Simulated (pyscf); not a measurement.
H₂Al–PH₂ (SMILES [AlH2][PH2]) + PH₃ (SMILES P) → H₂P–AlH–PH₂ (SMILES [PH2][AlH][PH2]) + H₂ (SMILES [H][H]), a four-centre exchange (singlet surface; Al–H, H–P broken, Al–P, H–H formed). PySCF, gas phase, ωB97X-D3(BJ)/def2-SVP geometries. Energies in kcal/mol from the separated reactants.

Small-basis levels: PySCF, no dispersion term, spherical d functions. AM1 to PM7: differences of heats of formation from MOPAC, which are fitted to 298 K values and so differ in kind from electronic energies by zero-point and thermal terms. Cost: rough CPU time at the saddle relative to B3LYP/6-31G*, from one job on a shared machine.

```tsv
level	barrier	reaction energy	cost
HF/STO-3G	67.3	-2.4	0.04
HF/6-31G*	46.4	-0.2	0.08
BP86/6-31G*	18.5	-8.0	1
PBE/6-31G*	15.8	-8.9	1
PBE/def2-SVP	11.9	-7.3	2
PM3	-14.0	-34.7	under 0.02
PM7	-22.2	-22.2	under 0.02
ωB97M-D3(BJ)/def2-TZVP	20.1	-6.3	–
```

Against the last row the barrier runs from -42.3 (PM7) to +47.2 kcal/mol (HF/STO-3G). At PM3, PM7 this geometry lies under one side, so the entry may be no barrier of that level: it is a single point on another level's saddle. ωB97M-D3(BJ)/def2-TZVP has limits of its own. On the reactant side the descent ends in a complex (not fully relaxed), 5.3 kcal/mol under the separated species and 22.1 kcal/mol under the saddle at ωB97X-D3(BJ)/def2-TZVP. At the saddle there is also a short Al–H contact that neither side keeps. At ωB97X-D3(BJ)/def2-TZVP the barrier from the zero used here is 16.8 kcal/mol. One saddle was located; it need not be the lowest between these sides.
